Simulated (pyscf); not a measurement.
A first-order saddle from PySCF, ωB97X-D3(BJ)/def2-SVP:

```
O
H 1 1.1609
F 2 1.2548 1 120.86
H 1 1.1611 2 61.66 3 -0.02
Al 1 1.6930 2 149.77 4 178.60
F 5 1.6482 1 119.62 2 -178.79
F 5 1.6483 6 120.40 1 -180.00
```

Surface: singlet, charge 0. Lowest wavenumbers (cm⁻¹): 2147i, 44, 76, 230, 276.

Question: Which two sides does it connect, and which bonds change?

Answer: HO–Al(F)–F + HF <-> HO–Al(F)–F + HF, a four-centre exchange read from left to right: H–O, F–H broken and H–O, F–H formed. At CCSD(T)/def2-TZVPP + ΔMP2(QZVPP) it lies +1.61 eV from the left side and +1.61 eV from the right (each side as separated species at their lowest minima found). On the reactant side the descent ends in a complex, 0.34 eV under the separated species and 1.82 eV under the saddle at ωB97X-D3(BJ)/def2-TZVP. On the product side the descent ends in a complex (not fully relaxed), 0.34 eV under the separated species and 1.81 eV under the saddle at ωB97X-D3(BJ)/def2-TZVP. At ωB97X-D3(BJ)/def2-TZVP the barrier from the zero used here is 1.47 eV. This is the saddle that the search found; another between the same sides may lie lower. The CCSD(T) − MP2 part came from Ansatz, without density fitting, on the same reference.
